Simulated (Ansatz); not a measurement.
Ansatz (a first-principles code) input (B3LYP-D3(BJ)/def2-TZVP):

Ansatz 0.2 input:
```yaml
crystal:
  periodic: [false, false, false]
  atoms:
    - {symbol: C, position_ang: [-0.08156360, -1.09381969, -0.01467866]}
    - {symbol: C, position_ang: [0.02591455, 0.19268538, 0.00136608]}
    - {symbol: C, position_ang: [0.13340796, 1.50855934, 0.01747551]}
    - {symbol: H, position_ang: [-1.04159616, -1.59624433, 0.01581070]}
    - {symbol: H, position_ang: [0.78120131, -1.74799328, -0.05980220]}
    - {symbol: N, position_ang: [0.22877643, 2.67332852, 0.03141202]}
basis:
  gaussian:
    orbitals: def2-TZVP
hamiltonian:
  xc: b3lyp
  dispersion: d3bj
magnetization: {spin_polarized: true, initial_magnetization: 1}
relax: {f_tol: 0.002, max_steps: 150}
```

End of the output:

```
783 factors; their error is unknown
mean field: 0.53 GiB planned
mean field -4632.12728051 eV, -170.2275377902 hartree, gradient 1.6e-5 eV, S^2 0.774536; 0 other end points of the search recorded, 0 dependent functions left out
the calculation of the forces begins
reference -4632.12749168 eV, -170.2275455504 hartree; 14, 13 occupied and 122, 123 virtual orbitals, 783 factors
relax step  25: F+E_penalty+E_count = -4632.29024919 eV  Δ(F+E_penalty+E_count) = -7.206e-6 eV  max|allowed force component| = 2.953e-3 eV/Å  Δτ_max = 0.0015 Å  (43 SCF iters, accepted)
these checks for a lower state are left out or cut short: starts, cluster_reference, orbital_swaps, neighbouring_geometries, increment
integrals: 0.04 GiB planned
783 factors; their error is unknown
mean field: 0.53 GiB planned
mean field evaluation 192: about -4632.1271 eV, gradient 2.8e-1 eV
mean field -4632.12728921 eV, -170.2275381099 hartree, gradient 1.6e-5 eV, S^2 0.774536; 0 other end points of the search recorded, 0 dependent functions left out
the calculation of the forces begins
reference -4632.12750037 eV, -170.2275458697 hartree; 14, 13 occupied and 122, 123 virtual orbitals, 783 factors
relax step  26: F+E_penalty+E_count = -4632.29025121 eV  Δ(F+E_penalty+E_count) = -2.024e-6 eV  max|allowed force component| = 1.750e-4 eV/Å  Δτ_max = 0.0015 Å  (43 SCF iters, accepted)
integrals: 0.04 GiB planned
783 factors; their error is unknown
mean field: 0.53 GiB planned
mean field evaluation 224: about -4632.1273 eV, gradient 5.5e-5 eV
mean field -4632.12728921 eV, -170.2275381099 hartree, gradient 1.6e-5 eV, S^2 0.774536; 1 other end points of the search recorded, 0 dependent functions left out
the calculation of the forces begins
reference -4632.12750037 eV, -170.2275458697 hartree; 14, 13 occupied and 122, 123 virtual orbitals, 783 factors
Total energy: -4632.29046237 eV, -170.2335346127 hartree
Atom 0 at    -0.050742    -1.099164    -0.015978 Å, force    -0.000019     0.000172     0.000011 eV/Å
Atom 1 at     0.217812     0.172756    -0.007092 Å, force    -0.000152     0.000020    -0.000012 eV/Å
Atom 2 at     0.118126     1.504013     0.017694 Å, force    -0.000001    -0.000039     0.000001 eV/Å
Atom 3 at    -1.075521    -1.467214     0.019995 Å, force    -0.000061    -0.000175    -0.000001 eV/Å
Atom 4 at     0.733297    -1.850356    -0.059590 Å, force     0.000115     0.000007    -0.000000 eV/Å
Atom 5 at     0.103169     2.676481     0.036555 Å, force     0.000118     0.000015     0.000001 eV/Å
Dipole moment:    -0.051249    -0.810609    -0.010538 e Å
```

It need not be the lowest isomer of its formula.
